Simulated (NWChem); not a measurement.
System: methanethiol (CH4S); SMILES CS

```xyz
6

C      0.0074     1.1441     0.0000
S      0.0737    -0.6669     0.0000
H     -0.4860     1.5372     0.8999
H      1.0505     1.4893     0.0000
H     -0.4860     1.5372    -0.8999
H     -1.2593    -0.8806     0.0000
```
Atoms are numbered in this order, from 1.

All runs: NWChem. Geometry optimised at PBE0/def2-SVP; all other runs use it. 

```
quantity                                                               level  value
--------------------------------------------------  ------------------------  -----
dipole in solution (D) in n-hexane                        PBE0/def2-SVP, SMD   1.75
vertical ionisation energy, ΔSCF (eV)                     CAM-B3LYP/def2-SVP   9.36
vertical, lowest state with f > 0.02, singlet (eV)  CAM-B3LYP/def2-SVPD, TDA   6.16
isotropic polarisability (bohr³), static                 CAM-B3LYP/def2-SVPD   36.3
dipole (D)                                                     PBE0/def2-SVP   1.58
highest harmonic frequency (cm⁻¹)                              PBE0/def2-SVP   3187
```
